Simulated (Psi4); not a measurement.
# doublet C2H3F+ at 3 levels

Wanted: a comparison of 3 runs (U-r2SCAN/def2-TZVP, U-revPBE/def2-TZVP, UBLYP/def2-TZVP) of doublet C2H3F+. 

The results are computed with Psi4 1.11.

2 further runs of the same task are left out: 2 set aside as unsound or not needed.

### Step 1. The structure to begin with

The species is C2H3F+ (6 atoms), meant as a doublet with charge +1. As SMILES of the parent species, `C=CF`. The shape is that of a PBE0-D4/def2-TZVP optimisation. That shape belongs to the parent species and isn't relaxed for this state.

Bond lengths: C1–C2 1.316 Å, C2–F3 1.336 Å, C1–H4 1.082 Å, C1–H5 1.081 Å, C2–H6 1.084 Å. Angles: C1–C2–F3 122.3°, C1–C2–H6 125.7°, F3–C2–H6 112.0°, C2–C1–H4 121.6°, C2–C1–H5 119.2°, H4–C1–H5 119.2°.

### Step 2. Energy and forces at U-r2SCAN/def2-TZVP (run 1)

c2h3f.xyz reads:

```xyz
6
C2H3F
C     -0.536200     0.076400    -0.442800
C      0.490000    -0.016300     0.376600
F      0.966200    -1.192400     0.795500
H     -1.043900    -0.803300    -0.816600
H     -0.880200     1.054100    -0.749700
H      1.046100     0.817400     0.790700
```

c2h3f.py reads:

```python
import psi4

psi4.set_memory(1600000000)
psi4.set_num_threads(1)
psi4.core.set_output_file('psi4.out', False)

with open('c2h3f.xyz') as f:
    atoms = ''.join(f.readlines()[2:])
m = psi4.geometry('1 2\n' + atoms + 'symmetry c1\nno_reorient\nno_com')

options = {'basis': 'def2-TZVP', 'reference': 'uks', 'puream': True, 'e_convergence': 1e-09, 'd_convergence': 1e-08, 'scf_type': 'pk', 'dft_radial_points': 99, 'dft_spherical_points': 590, 'maxiter': 100}
psi4.set_options(options)

e_tot = psi4.gradient("r2scan")
print('gradient / Eh bohr^-1')
print(e_tot.np.round(6))
for k, v in sorted(psi4.core.scalar_variables().items()):
    print(f'{k:45s} {v:18.10f}')
```

Run with:

```console
$ python c2h3f.py
```

psi4.out:

```text
[...]
  Running in c1 symmetry.
[...]
  Nuclear repulsion =   67.793297819280994
[...]
  Multiplicity = 2
[...]
  Nalpha       = 12
  Nbeta        = 11
[...]
    Number of basis functions: 111
[...]
   @UKS iter   1:  -177.25539250212123    6.24274e-02   5.37577e-03 ADIIS/DIIS
[...]
   @UKS iter  13:  -177.42932692805141   -2.72848e-12   3.11773e-09 DIIS
[...]
   @S^2 Observed:                7.539944935E-01
[...]
    Orbital Energies [Eh]
    ---------------------
    Alpha Occupied:
       1A    -24.819571     2A    -10.466214     3A    -10.385285
       4A     -1.496144     5A     -1.088486     6A     -0.879801
       7A     -0.799081     8A     -0.762591     9A     -0.741986
      10A     -0.677180    11A     -0.635527    12A     -0.598254
    Alpha Virtual:
      13A     -0.351433    14A     -0.196690    15A     -0.138217
      16A     -0.122269    17A     -0.062854    18A     -0.023217
      19A     -0.007613    20A     -0.006919    21A      0.062061
      22A      0.081696    23A      0.084548    24A      0.109915
      25A      0.214483    26A      0.227483    27A      0.243666
[...]
  @UKS Final Energy:  -177.42932692805141
   => Energetics <=
    Nuclear Repulsion Energy =             67.7932978192809941
    One-Electron Energy =                -370.1839265195974349
    Two-Electron Energy =                 146.9679193504790646
    DFT Exchange-Correlation Energy =     -22.0066175782140583
    Empirical Dispersion Energy =           0.0000000000000000
    VV10 Nonlocal Energy =                  0.0000000000000000
    Total Energy =                       -177.4293269280514096
[...]
 Multipole Moments:
 ------------------------------------------------------------------------------------
     Multipole            Electronic (a.u.)      Nuclear  (a.u.)        Total (a.u.)
 ------------------------------------------------------------------------------------
 L = 1.  Multiply by 2.5417464519 to convert [e a0] to [Debye]
 Dipole X            :        -14.3429538           14.2496688           -0.0932850
 Dipole Y            :         17.8838490          -17.5797442            0.3041048
 Dipole Z            :        -11.4236107           11.3132234           -0.1103873
 Magnitude           :                                                    0.3367004
[...]
  -Total Gradient:
     Atom            X                  Y                   Z
    ------   -----------------  -----------------  -----------------
       1        0.065893201352     0.003799960282     0.052283663669
       2       -0.090908912577     0.040108787602    -0.073697227489
       3        0.023745582246    -0.041097147761     0.020296087883
       4        0.002432245061     0.003271829001     0.001824821163
       5        0.001505156130    -0.003830030638     0.001329875646
       6       -0.002740899762    -0.002102644964    -0.002101014844
[...]
```

On the terminal:

```text
gradient / Eh bohr^-1
[[ 0.065893  0.0038    0.052284]
 [-0.090909  0.040109 -0.073697]
 [ 0.023746 -0.041097  0.020296]
 [ 0.002432  0.003272  0.001825]
 [ 0.001505 -0.00383   0.00133 ]
 [-0.002741 -0.002103 -0.002101]]
CURRENT ENERGY                                   -177.4293269281
CURRENT REFERENCE ENERGY                         -177.4293269281
DD SOLVATION ENERGY                                 0.0000000000
DFT FUNCTIONAL TOTAL ENERGY                      -177.4293269281
DFT TOTAL ENERGY                                 -177.4293269281
DFT VV10 ENERGY                                     0.0000000000
DFT XC ENERGY                                     -22.0066175782
GRID ELECTRONS ALPHA                               11.9999999826
GRID ELECTRONS BETA                                10.9999999823
GRID ELECTRONS TOTAL                               22.9999999648
NUCLEAR REPULSION ENERGY                           67.7932978193
ONE-ELECTRON ENERGY                              -370.1839265196
PCM POLARIZATION ENERGY                             0.0000000000
PE ENERGY                                           0.0000000000
SCF ITERATION ENERGY                             -177.4293269281
SCF ITERATIONS                                     13.0000000000
SCF TOTAL ENERGY                                 -177.4293269281
TWO-ELECTRON ENERGY                               146.9679193505
XC GRID RADIAL POINTS                              99.0000000000
XC GRID SPHERICAL POINTS                          590.0000000000
XC GRID TOTAL POINTS                           335940.0000000000
```

Wall time 63 s (1 thread of Intel Xeon 6975P-C (Granite Rapids), shared host); peak memory 0.63 GiB.

### Step 3. Energy and forces at U-revPBE/def2-TZVP (run 2)

calc.py reads:

```python
import psi4

psi4.set_memory(1600000000)
psi4.set_num_threads(1)
psi4.set_output_file('c2h3f.out', False)

molecule = psi4.geometry("""
1 2
C
C 1 1.316471
F 2 1.336209 1 122.33772
H 1 1.082293 2 121.56065 3 0.00027
H 1 1.080935 4 119.1985 2 -179.996
H 2 1.084335 1 125.68503 5 0.00785
symmetry c1
no_reorient
no_com
""")

options = {'reference': 'uks', 'puream': True, 'e_convergence': 1e-09, 'd_convergence': 1e-08, 'scf_type': 'pk', 'dft_radial_points': 99, 'dft_spherical_points': 590, 'maxiter': 100}
psi4.set_options(options)

energy_value, wavefunction = psi4.gradient("revpbe/def2-TZVP", return_wfn=True)
psi4.oeprop(wavefunction, "MAYER_INDICES", "WIBERG_LOWDIN_INDICES", "QUADRUPOLE")
print('gradient / Eh bohr^-1')
print(energy_value.np.round(6))
print(f'energy = {wavefunction.energy():.10f} Eh')
```

Run with:

```console
$ python calc.py
```

c2h3f.out, cut to the lines that bear on the results:

```text
[...]
  Running in c1 symmetry.
[...]
  Nuclear repulsion =   67.793301165398759
[...]
  Multiplicity = 2
[...]
  Nalpha       = 12
  Nbeta        = 11
[...]
    Number of basis functions: 111
[...]
   @UKS iter   1:  -177.21106277969238    1.71777e-01   6.58142e-03 DIIS/ADIIS
[...]
   @UKS iter  12:  -177.46730038567890   -1.07718e-11   6.80011e-09 DIIS
[...]
   @S^2 Observed:                7.522363336E-01
[...]
  @UKS Final Energy:  -177.46730038567890
   => Energetics <=
    Nuclear Repulsion Energy =             67.7933011653987592
    One-Electron Energy =                -370.1338358522876888
    Two-Electron Energy =                 146.9102041720534544
    DFT Exchange-Correlation Energy =     -22.0369698708434214
    Empirical Dispersion Energy =           0.0000000000000000
    VV10 Nonlocal Energy =                  0.0000000000000000
    Total Energy =                       -177.4673003856788966
[...]
  -Total Gradient:
     Atom            X                  Y                   Z
    ------   -----------------  -----------------  -----------------
       1       -0.000001775075     0.008894163492     0.087025055585
       2        0.000013922859     0.024043697776    -0.116803499866
       3       -0.000004927873    -0.025503308432     0.024396991037
       4       -0.000001395117     0.007403235784     0.006089108015
       5       -0.000001197038    -0.007989841608     0.005318019181
       6       -0.000004612882    -0.006834857077    -0.006037060701
[...]
 Multipole Moments:
 ------------------------------------------------------------------------------------
     Multipole            Electronic (a.u.)      Nuclear  (a.u.)        Total (a.u.)
 ------------------------------------------------------------------------------------
 L = 1.  Multiply by 2.5417464519 to convert [e a0] to [Debye]
 Dipole X            :          0.0001673           -0.0002186           -0.0000513
 Dipole Y            :         -1.7126177            2.7445386            1.0319209
 Dipole Z            :          2.2880320           -3.3588691           -1.0708371
 Magnitude           :                                                    1.4871291
 L = 2.  Multiply by 1.3450342976 to convert [e a0^2] to [Debye ang]
 Quadrupole XX       :        -11.1958704            0.0000001          -11.1958703
 Quadrupole XY       :          0.0009208           -0.0011134           -0.0001926
[...]
```

The script printed:

```text
gradient / Eh bohr^-1
[[-2.00000e-06  8.89400e-03  8.70250e-02]
 [ 1.40000e-05  2.40440e-02 -1.16803e-01]
 [-5.00000e-06 -2.55030e-02  2.43970e-02]
 [-1.00000e-06  7.40300e-03  6.08900e-03]
 [-1.00000e-06 -7.99000e-03  5.31800e-03]
 [-5.00000e-06 -6.83500e-03 -6.03700e-03]]
energy = -177.4673003857 Eh
```

It took 28 s on 1 thread of Intel Xeon 6975P-C (Granite Rapids), shared host; peak memory 0.62 GiB.

### Step 4. Energy and gradient at UBLYP/def2-TZVP (run 3)

c2h3f.json reads:

```json
{
  "schema_name": "qcschema_input",
  "schema_version": 1,
  "molecule": {
    "schema_name": "qcschema_molecule",
    "schema_version": 2,
    "symbols": ["C", "C", "F", "H", "H", "H"],
    "geometry": [-1.01327115, 0.14437508, -0.83677073, 0.9259658, -0.03080254, 0.71167086, 1.82585338, -2.25330943, 1.50327713, -1.9726851, -1.518017, -1.54315035, -1.66333693, 1.99196031, -1.41672768, 1.9768425, 1.54466213, 1.49420645],
    "molecular_charge": 1,
    "molecular_multiplicity": 2,
    "fix_symmetry": "c1",
    "fix_com": true,
    "fix_orientation": true
  },
  "driver": "gradient",
  "model": {
    "method": "blyp",
    "basis": "def2-TZVP"
  },
  "keywords": {
    "reference": "uks",
    "puream": true,
    "e_convergence": 1e-09,
    "d_convergence": 1e-08,
    "scf_type": "pk",
    "dft_radial_points": 99,
    "dft_spherical_points": 590,
    "maxiter": 100,
    "scf_properties": ["MULLIKEN_CHARGES", "MAYER_INDICES", "QUADRUPOLE"]
  }
}
```

Run with:

```console
$ psi4 --qcschema c2h3f.json -n 1 --memory 1600MB
```

stdout, cut to the lines that bear on the results:

```text
[...]
  Running in c1 symmetry.
[...]
  Nuclear repulsion =   67.793297876399720
[...]
  Multiplicity = 2
[...]
  Nalpha       = 12
  Nbeta        = 11
[...]
    Number of basis functions: 111
[...]
   @UKS iter   1:  -177.21006768602854    1.83693e-01   6.79030e-03 ADIIS/DIIS
[...]
   @UKS iter  12:  -177.48217442015314   -1.27613e-11   5.44837e-09 DIIS
[...]
   @S^2 Observed:                7.516986960E-01
[...]
  @UKS Final Energy:  -177.48217442015314
   => Energetics <=
    Nuclear Repulsion Energy =             67.7932978763997198
    One-Electron Energy =                -370.1681154413921035
    Two-Electron Energy =                 146.9465049070472844
    DFT Exchange-Correlation Energy =     -22.0538617622080331
    Empirical Dispersion Energy =           0.0000000000000000
    VV10 Nonlocal Energy =                  0.0000000000000000
    Total Energy =                       -177.4821744201531430
[...]
 Multipole Moments:
[...]
  Mulliken Charges: (a.u.)
   Center  Symbol    Alpha    Beta     Spin     Total
       1     C     3.28287  2.72530  0.55756 -0.00817
       2     C     3.01369  2.70829  0.30540  0.27802
       3     F     4.57144  4.39944  0.17201  0.02912
       4     H     0.37332  0.38610 -0.01278  0.24057
       5     H     0.37508  0.38846 -0.01338  0.23646
       6     H     0.38359  0.39240 -0.00881  0.22400
   Total alpha = 12.00000, Total beta = 11.00000, Total charge =  1.00000
  Mayer Bond Indices:
[...]
  -Total Gradient:
     Atom            X                  Y                   Z
    ------   -----------------  -----------------  -----------------
       1        0.065925196672     0.003020423802     0.052335616056
       2       -0.085520634098     0.026736258764    -0.068953332599
       3        0.016170503069    -0.023983530655     0.013686610501
       4        0.004446778163     0.005566590634     0.003348875277
       5        0.003116908611    -0.006659893547     0.002708130451
       6       -0.004146139671    -0.004665934303    -0.003132267867
[...]
```

The result, in JSON:

```text
{
 "driver": "gradient",
 "model": {
  "method": "blyp",
  "basis": "def2-TZVP"
 },
 "success": true,
 "return_result": [0.06592519667233986, 0.0030204238018386644, 0.052335616055772735, -0.08552063409770369, 0.026736258764481116, -0.06895333259919453, 0.01617050306892598, -0.023983530655309726, 0.013686610500920932, 0.004446778162795484, 0.0055665906339975035, 0.003348875277117011, 0.0031169086109806565, -0.006659893547262541, 0.0027081304512324295, -0.004146139670827664, -0.004665934303119873, -0.0031322678667133896],
 "properties": {
  "calcinfo_nbasis": 111,
  "calcinfo_nmo": 111,
  "calcinfo_nalpha": 12,
  "calcinfo_nbeta": 11,
  "calcinfo_natom": 6,
  "nuclear_repulsion_energy": 67.79329787639972,
  "return_energy": -177.48217442015314,
  "return_gradient": [0.06592519667233986, 0.0030204238018386644, 0.052335616055772735, -0.08552063409770369, 0.026736258764481116, -0.06895333259919453, 0.01617050306892598, -0.023983530655309726, 0.013686610500920932, 0.004446778162795484, 0.0055665906339975035, 0.003348875277117011, 0.0031169086109806565, -0.006659893547262541, 0.0027081304512324295, -0.004146139670827664, -0.004665934303119873, -0.0031322678667133896],
  "scf_one_electron_energy": -370.1681154413921,
  "scf_two_electron_energy": 146.94650490704728,
  "scf_xc_energy": -22.053861762208033,
  "scf_dipole_moment": [-0.07830551577818134, 0.2645982056259797, -0.09712455937780184],
  "scf_total_energy": -177.48217442015314,
  "scf_total_gradient": [0.06592519667233986, 0.0030204238018386644, 0.052335616055772735, -0.08552063409770369, 0.026736258764481116, -0.06895333259919453, 0.01617050306892598, -0.023983530655309726, 0.013686610500920932, 0.004446778162795484, 0.0055665906339975035, 0.003348875277117011, 0.0031169086109806565, -0.006659893547262541, 0.0027081304512324295, -0.004146139670827664, -0.004665934303119873, -0.0031322678667133896],
  "scf_iterations": 12
 }
}
```

It took 27 s on 1 thread of Intel Xeon 6975P-C (Granite Rapids), shared host; peak memory 0.62 GiB.

### Step 5. All runs side by side

```tsv
run	level	energy (Eh)	HOMO energy (eV)	LUMO energy (eV)	⟨S²⟩	wall time
1	U-r2SCAN/def2-TZVP	-177.429327	-16.28	-13.82	0.754	63 s
2	U-revPBE/def2-TZVP	-177.467300	-15.77	-14.12	0.752	28 s
3	UBLYP/def2-TZVP	-177.482174	-15.60	-14.20	0.752	27 s
```

### Step 6. Summary of results

| quantity | value |
| --- | --- |
| run 3: total energy | -177.48217 Eh |
| run 3: HOMO energy (highest over α and β) | -15.60 eV |
| run 3: LUMO energy (lowest over α and β) | -14.20 eV |
| run 3: ⟨S²⟩ | 0.752 |
| run 3: largest force on an atom | 5.814 eV/Å |

What this shows: Totals of different functionals can't be ranked against each other. All runs together took 2 min, the longest 63 s.
